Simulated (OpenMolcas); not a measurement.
# BHCl2 (SMILES ClBCl) at 6 levels

Aim: a comparison of 6 runs (B3LYP/STO-3G, PBE/STO-3G, PBE0/STO-3G, UB3LYP/STO-3G, UPBE/STO-3G, MP2/STO-3G) of BHCl2. 

The calculation is run with OpenMolcas 26.06.

3 further runs of the same task are left out: 3 set aside as unsound or not needed.

### Step 1. The molecule

The species is BHCl2 (4 atoms), meant as a singlet with charge 0. As SMILES, `ClBCl`. The Cl1–B2 distance was set to 2.551 Å, away from the relaxed value.

Bond lengths: B2–Cl3 1.701 Å, B2–H4 1.174 Å. Angles: Cl3–B2–H4 119.8°. A long bond or contact: Cl1–B2 2.551 Å.

### Step 2. The energy at B3LYP/STO-3G (run 1)

struct.xyz reads:

```xyz
4

Cl    -2.250813    -1.062474     0.003505
B      0.010160     0.117640    -0.055190
Cl     1.368780    -0.598620     0.674810
H      0.118210     1.150080    -0.603560
```

test.inp reads:

```
&GATEWAY
 BASLIB = $CurrDir
 COORD = struct.xyz
 BASIS = STO-3G
 GROUP = NoSym

&SEWARD
 GRIDINPUT
 Grid=UltraFine
 End of Grid

&SCF
 KSDFT = B3LYP
 THRESHOLDS = 1e-10 1e-07 1e-07 1e-05
 PRORBITALS = 1 1
```

The basis set STO-3G is read from a file made from the Basis Set Exchange's data (not shown).

The run is started by

```sh
$ export MOLCAS_MEM=1860
$ pymolcas test.inp > test.log
```

What it wrote:

```text
--- Start Module: gateway ---
[...]
--- Stop Module: gateway /rc=_RC_ALL_IS_WELL_ ---
--- Start Module: seward ---
[...]
      Basis functions           24
--- Stop Module: seward /rc=_RC_ALL_IS_WELL_ ---
--- Start Module: scf ---
[...]
       Convergence after  12 Iterations
[...]
::    Total KS-DFT energy                            -935.4635855244
[...]
      Total spin, S                                     0.0000000000
[...]
      Total electronic charge=   40.000000
      Total            charge=   -0.000000
[...]
      Dipole Moment (debye):
      Origin of the operator (angstrom)=   -0.3735   -0.6788    0.2746
                   X=  2.8985E+00               Y=  1.7094E+00               Z= -1.6960E-01           Total=  3.3693E+00
      Quadrupole Moment (debye*angstrom):
[...]
--- Stop Module: scf /rc=_RC_ALL_IS_WELL_ ---
[...]
```

It took 3.9 s on 1 thread of Intel Xeon Platinum 8488C (Sapphire Rapids), shared host; peak memory 0.37 GiB.

### Step 3. A single-point energy at PBE/STO-3G (run 2)

struct.xyz is that of step 2.

test.inp reads:

```
* BCl2H Kohn-Sham DFT

&GATEWAY
  BASLIB=$CurrDir
  COORD=struct.xyz
  BASIS=STO-3G
  GROUP=NoSym

&SEWARD
  GRIDINPUT
  Grid=UltraFine
  End of Grid

&SCF
  KSDFT=PBE
  THRESHOLDS=1e-10 1e-07 1e-07 1e-05
  PRORBITALS=1 1
```

The basis set STO-3G is read from a file made from the Basis Set Exchange's data (not shown).

The run is started by

```sh
$ export MOLCAS_MEM=1860
$ pymolcas test.inp > test.log
```

What it wrote:

```text
--- Start Module: gateway ---
[...]
--- Stop Module: gateway /rc=_RC_ALL_IS_WELL_ ---
--- Start Module: seward ---
[...]
      Basis functions           24
--- Stop Module: seward /rc=_RC_ALL_IS_WELL_ ---
--- Start Module: scf ---
[...]
       Convergence after  15 Iterations
[...]
::    Total KS-DFT energy                            -935.0255600538
[...]
      Total spin, S                                     0.0000000000
[...]
      Total electronic charge=   40.000000
      Total            charge=   -0.000000
[...]
      Dipole Moment (debye):
      Origin of the operator (angstrom)=   -0.3735   -0.6788    0.2746
                   X=  2.8525E+00               Y=  1.5535E+00               Z= -9.9324E-02           Total=  3.2496E+00
      Quadrupole Moment (debye*angstrom):
[...]
--- Stop Module: scf /rc=_RC_ALL_IS_WELL_ ---
[...]
```

Wall time 3.9 s (1 thread of Intel Xeon Platinum 8488C (Sapphire Rapids), shared host); peak memory 0.37 GiB.

Runs 3 to 5 aren't shown in full; the table further down has their settings and results.

### Step 4. The energy at MP2/STO-3G (run 6)

struct.xyz is that of step 3.

test.inp reads:

```
* BCl2H MP2

&GATEWAY
  BasLib = $CurrDir
  Coord = struct.xyz
  Basis = STO-3G
  Group = NoSym

&SEWARD

&SCF
  Thresholds = 1e-10 1e-07 1e-07 1e-05
  PrOrbitals = 1 1

&MBPT2
  Frozen = 11
```

The basis set STO-3G is read from a file made from the Basis Set Exchange's data (not shown).

The run is started by

```sh
$ export MOLCAS_MEM=1860
$ pymolcas test.inp > test.log
```

What it wrote:

```text
--- Start Module: gateway ---
[...]
--- Stop Module: gateway /rc=_RC_ALL_IS_WELL_ ---
[...]
      Basis functions           24
[...]
--- Start Module: scf ---
[...]
       Convergence after  12 Iterations
[...]
::    Total SCF energy                               -934.0429015022
[...]
      Total spin, S                                     0.0000000000
[...]
      Total electronic charge=   40.000000
      Total            charge=   -0.000000
[...]
      Dipole Moment (debye):
      Origin of the operator (angstrom)=   -0.3735   -0.6788    0.2746
                   X=  3.2038E+00               Y=  2.3244E+00               Z= -4.1692E-01           Total=  3.9801E+00
      Quadrupole Moment (debye*angstrom):
[...]
--- Stop Module: scf /rc=_RC_ALL_IS_WELL_ ---
--- Start Module: mbpt2 ---
[...]
WARNING!
Default frozen orbitals as non valence orbitals is overwritten by user input.
Default values:  11
[...]
       Reference weight ( Cref**2 )         =        0.95356
::    Total MBPT2 energy                             -934.1106365624
[...]
      Total MBPT2 calculations                           0.04      0.04
--- Stop Module: mbpt2 /rc=_RC_ALL_IS_WELL_ ---
[...]
```

It took 1.7 s on 1 thread of Intel Xeon Platinum 8488C (Sapphire Rapids), shared host; peak memory 0.37 GiB.

### Step 5. Overview of the runs

```csv
run,level,scramble,integration grid,energy (Eh),dipole moment (D) of the reference,HOMO energy (eV),LUMO energy (eV),wall time
1,B3LYP/STO-3G,–,UltraFine,-935.463586,3.37,-5.47,-1.06,3.9 s
2,PBE/STO-3G,–,UltraFine,-935.025560,3.25,-4.22,-1.90,3.9 s
3,PBE0/STO-3G,–,UltraFine,-935.163397,3.49,-5.76,-0.89,3.6 s
4,UB3LYP/STO-3G,0.25,UltraFine,-935.463586,3.37,-5.47,-1.06,6.3 s
5,UPBE/STO-3G,0.25,UltraFine,-935.025560,3.25,-4.22,-1.90,5.4 s
6,MP2/STO-3G,–,–,-934.110637,3.98,-9.25,3.01,1.7 s
```

### Step 6. Summary of results

```
                                           quantity          value
                                run 6: total energy  -934.11064 Eh
          run 6: dipole moment (mean-field density)         3.98 D
         run 6: HOMO energy (Hartree–Fock orbitals)       -9.25 eV
         run 6: LUMO energy (Hartree–Fock orbitals)        3.01 eV
       run 6: HOMO–LUMO gap (Hartree–Fock orbitals)       12.26 eV
run 6: correlation energy (11 core orbitals frozen)      -67.7 mEh
```

Over runs 1, 2, 3, 4, 5 the dipole moment (its size) runs from 3.25 D (PBE/STO-3G) to 3.49 D (PBE0/STO-3G). Over runs 1, 2, 3, 4, 5 the HOMO–LUMO gap runs from 2.33 eV (PBE/STO-3G) to 4.87 eV (PBE0/STO-3G). Totals of different functionals can't be ranked against each other. In runs 1, 2, 3, 4, 5, 6 the basis is minimal, so the values are rough. All runs together took 25 s, the longest 6.3 s.
